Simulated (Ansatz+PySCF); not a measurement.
doublet CH3: levels of theory in one basis

```xyz
4

C     0.0000    0.0000    0.0000
H     1.4175    0.0000    0.0000
H    -0.5452    0.9443    0.0000
H    -0.5452   -0.9443    0.0000
```

Basis set: STO-3G (spherical functions). Frozen core: 1 orbital. Correlation on ROHF uses semicanonical orbitals with singles. Charge 0, multiplicity 2.

Computed with Ansatz (development build ahead of 0.2.0); each method stands on the lowest determinant of its kind that the runs found.

```csv
method,E − E(ROHF) (eV),<S²> of the determinant
ROHF,0.00,0.75
UHF,-0.19,0.81
ROHF-MP2,-1.40,–
UHF-MP2,-1.44,0.81
ROHF-CCSD,-2.21,–
UHF-CCSD,-2.21,0.81
ROHF-CCSD(T),-2.22,–
UHF-CCSD(T),-2.22,0.81
full CI (lowest root of this spin),-2.22,–
```

At such a shape the full CI root can have another spatial symmetry than the determinants, so the rows needn't describe one state.

(1) Is a single determinant a sound starting point here?

Results:

(1) Only with care. Unrestricted orbitals gain 0.19 eV and <S²> is 0.81 against 0.75 for a pure state, but bonds are stretched.

Caution for ROHF-MP2, UHF-MP2, ROHF-CCSD, UHF-CCSD, ROHF-CCSD(T), UHF-CCSD(T): bonds are stretched, where a single reference can fail.
